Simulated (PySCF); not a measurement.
## Relaxation of singlet H₂O

Level of theory: PySCF, PBE0, basis O def2-TZVP, H def2-TZVP (no relativity, density fitting). A (50,194) grid was used.

A hand-made bent start, of C2v symmetry, held to at least that symmetry:

```xyz
3
charge 0 multiplicity 1, angstrom
O     0.0000    0.0000   -0.0610
H     0.7782    0.0000    0.4839
H    -0.7782    0.0000    0.4839
```

Optimiser trace:
```tsv
step	E − E(last) (kJ/mol)	largest gradient (Eh/bohr)
0	1.71	0.01936
1	0.00	0.00034
2	0.00	0.00007
```

It ends at C2v with O–H 0.959 Å (×2); H–O–H 105.0°. A frequency run shows a minimum. Other isomers or separated fragments may lie lower.

Final geometry:
```xyz
3
charge 0 multiplicity 1, angstrom
O     0.0000    0.0000   -0.0653
H     0.7614    0.0000    0.5185
H    -0.7614    0.0000    0.5185
```

The relaxation took of the order of 4 core-seconds on a shared host.
